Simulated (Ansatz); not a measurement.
Geometry optimisation, Ansatz, RKS r2SCAN-D4/def2-SVP.

Input:

```yaml
crystal:
  periodic: [false, false, false]
  atoms:
    - { symbol: B, position_ang: [0.19934, -0.30946, -1.04368] }
    - { symbol: Si, position_ang: [-0.00661, -0.02455, 0.7494] }
    - { symbol: Cl, position_ang: [-0.66489, 1.94883, 1.55695] }
    - { symbol: H, position_ang: [0.22103, 0.55099, -1.86752] }
    - { symbol: H, position_ang: [0.50664, -1.41266, -1.40296] }
    - { symbol: H, position_ang: [-0.25552, -0.75315, 2.0078] }
total_charge: -1
basis:
  gaussian: { orbitals: def2-SVP }
hamiltonian:
  xc: r2scan
  dispersion: d4
relax:
  f_tol: 0.02
  max_steps: 40
scf:
  lower_state_search: "off"
```

Launched with:

```bash
$ ansatz run input.yaml --threads 1 --pin off --max-ram 2048MiB --backend cpu --events-out ev --progress --plain --runs-dir out
```

Where does it end, and by what steps?

The run converged. Limits of this set-up: an anion without diffuse functions, the dipole of an ion depends on the origin. After 9 steps the energy has fallen by 0.122 eV; H6 moved furthest, 0.19 Å.

```csv
step,energy less start (eV),largest force component (eV/Å),accepted
0,0.0000,1.360,yes
1,-0.0949,0.468,yes
2,-0.1096,0.174,yes
3,-0.1127,0.054,yes
4,-0.1074,0.398,no
5,-0.1176,0.044,yes
6,-0.1212,0.082,yes
7,-0.1215,0.080,yes
8,-0.1217,0.033,yes
9,-0.1221,0.012,yes
```

```xyz
6
Properties=species:S:1:pos:R:3
B 0.165 -0.297 -1.033
Si 0.102 0.107 0.792
Cl -0.688 1.976 1.578
H 0.201 0.537 -1.921
H 0.504 -1.447 -1.286
H -0.284 -0.875 1.869
```

Whether the end is a true minimum wasn't checked by a vibrational analysis.

Time of the run: 18 s on 1 thread of Arm Neoverse V2, on a shared host, peak memory 0.12 GiB.
